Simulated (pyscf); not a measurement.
Single points on ωB97X-D3(BJ)/def2-SVP structures (PySCF, gas phase). Correlated levels are frozen-core, on RHF or UHF. ΔMP2 is the change of the MP2 total energy from the triple- to the quadruple-zeta basis.

Problem. For H₂N–SiH=O → silicon monoxide (O=Si:) [singlet] + ammonia (NH₃), a 1,1-elimination (singlet surface; N–Si, H–Si broken, H–N formed), PBE/def2-TZVP gives ΔE‡ = 59.1 kcal/mol and ΔE = +24.5 kcal/mol (zero: the reactant's lowest minimum found). In which direction and how far do B3LYP-D3(BJ)/def2-TZVP, PBE0-D3(BJ)/def2-TZVP, CCSD(T)/def2-TZVPP + ΔMP2(QZVPP) move these?

Solution. B3LYP-D3(BJ): ΔE‡ = 67.7 kcal/mol, ΔE = +25.7 kcal/mol; PBE0-D3(BJ): ΔE‡ = 67.2 kcal/mol, ΔE = +28.5 kcal/mol; CCSD(T): ΔE‡ = 69.3 kcal/mol, ΔE = +23.3 kcal/mol. PBE's barrier lies under all of them, by 8.1 to 10.2 kcal/mol. Its reaction energy lies among theirs. Low barriers are usual for a GGA, whose delocalisation error favours stretched bonds. On the product side the descent ends in a bound adduct (not fully relaxed), 11.6 kcal/mol under the separated species and 55.1 kcal/mol under the saddle at ωB97X-D3(BJ)/def2-TZVP. At ωB97X-D3(BJ) the barrier from the zero used here is 73.1 kcal/mol. This is the saddle that the search found; another between the same sides may lie lower. The CCSD(T) − MP2 part came from Ansatz, without density fitting, on the same reference.
